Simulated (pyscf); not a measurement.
Thermochemistry of product channels of H₂As–InH₂ (SMILES [AsH2][InH2]) + SiH₂ (SMILES [SiH2]) [singlet] on the singlet surface, in kJ/mol, from ωB97M-D3(BJ)/def2-TZVP energies (ideal gas, 1 atm, RRHO with modes under 100 cm⁻¹ raised to 100, one conformer, R ln 2 for chiral ones without a mode under 150 cm⁻¹). Single points on ωB97X-D3(BJ)/def2-SVP structures (PySCF, gas phase).

| products | ΔE | ΔH(298 K) | ΔG(900 K) | ΔG(1200 K) |
|---|---|---|---|---|
| H₃Si–InH–AsH₂ (SMILES [SiH3][InH][AsH2]) | [?] | -241.2 | -111.4 | -70.6 |
| HAs=InH (SMILES [AsH]=[InH]) + SiH₄ (SMILES [SiH4]) | -160.5 | -150.1 | -122.5 | -111.7 |
| H₂Si=As–InH₂ (SMILES [SiH2]=[As][InH2]) + H₂ (SMILES [H][H]) | [?] | -127.4 | -95.3 | -87.1 |
| H₃Si–AsH–InH₂ (SMILES [SiH3][AsH][InH2]) | -262.5 | -249.1 | -107.4 | -62.6 |
| H₂As–SiH₂–InH₂ (SMILES [AsH2][SiH2][InH2]) | -216.4 | -204.1 | -73.4 | -32.4 |

### Question
Some entries are withheld; supply them.

### Answer

- H₃Si–InH–AsH₂ (SMILES [SiH3][InH][AsH2]), ΔE: -256.6
- H₂Si=As–InH₂ (SMILES [SiH2]=[As][InH2]) + H₂ (SMILES [H][H]), ΔE: -130.0

These are energies of the channels, which say nothing of barriers. HAs=InH lies 93.8 kJ/mol over its isomer H₂As–In [singlet] (electronic energy, ωB97M-D3(BJ)/def2-TZVP). H₂Si=As–InH₂ lies 37.7 kJ/mol over its isomer H₃Si–In=AsH (electronic energy, ωB97M-D3(BJ)/def2-TZVP). Elements up to Kr have no core potential and no relativistic terms here. Elements past Kr carry the def2 core potentials, without spin-orbit coupling.
